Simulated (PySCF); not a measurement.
**How methods differ on the ionisation energy of Cl**

Cl [Ne] 3s2 3p5 [3p1/2^2 3p3/2^3, M_J = 3/2] → Cl+ [Ne] 3s2 3p4 [3p1/2^2 3p3/2^2, M_J = 2], as a difference of total energies. Calculation: PySCF 2.14, in x2c-SVPall-2c (4s4p1d, 21 functions); the two-component X2C-1e Hamiltonian. Correlated levels: [Ne] frozen. "Screened" scales the spin-orbit matrix elements by Boettger's factors to mimic the two-electron term; Breit and QED terms are absent.

| method | ionisation energy (eV) |
| --- | --- |
| GHF (spin-free) | 11.790 |
| GMP2 (spin-free) | 12.330 |
| GHF (screened spin-orbit) | 11.783 |
| GMP2 (screened spin-orbit) | 12.322 |

**Question.** How much does correlation contribute at GMP2 (screened spin-orbit)?

**Answer.** 12.322 − (11.783) = 0.539 eV, measured against GHF (screened spin-orbit).

Errors of the correlated levels include the incompleteness of this basis and the frozen core.

The labels give the starting determinants; with spin-orbit coupling the two ends relaxed to ⟨J²⟩ = 3.76, ⟨L²⟩ = 2.00, ⟨S²⟩ = 0.75 and ⟨J²⟩ = 6.01, ⟨L²⟩ = 2.01, ⟨S²⟩ = 2.00.

For comparison: 12.968 eV (measured; NIST Atomic Spectra Database, ionization energies).
